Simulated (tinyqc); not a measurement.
Pariser-Parr-Pople SCF with singles CI, for the molecule C=C([CH2+])O (SMILES; centres numbered as the heavy atoms are written), step by step. One step of it, computed by the program tinyqc.

Problem. Iteration 2: orbitals and new P. Diagonalise F (the basis is taken as orthonormal) and form P = 2 sum c c over the lowest orbitals.

F (eV), order 1C, 2C, 3C, 4O:
$$\begin{pmatrix}
-10.229549 & -4.360287 & -1.003206 & 0.092546 \\
-4.360287 & -11.041802 & -4.038655 & -3.110397 \\
-1.003206 & -4.038655 & -10.301906 & 0.772509 \\
0.092546 & -3.110397 & 0.772509 & -16.514939
\end{pmatrix}$$

pi electrons, sum of z_r less the charge = 4

Give: orbital energies; P after iteration 2.

Solution.

orbital energies (eV): [-18.8267, -15.4185, -9.2308, -4.6122]

P after iteration 2, order 1C, 2C, 3C, 4O:
$$\begin{pmatrix}
0.5521 & 0.6871 & 0.5596 & -0.1183 \\
0.6871 & 0.9705 & 0.6532 & 0.3168 \\
0.5596 & 0.6532 & 0.5837 & -0.2947 \\
-0.1183 & 0.3168 & -0.2947 & 1.8938
\end{pmatrix}$$
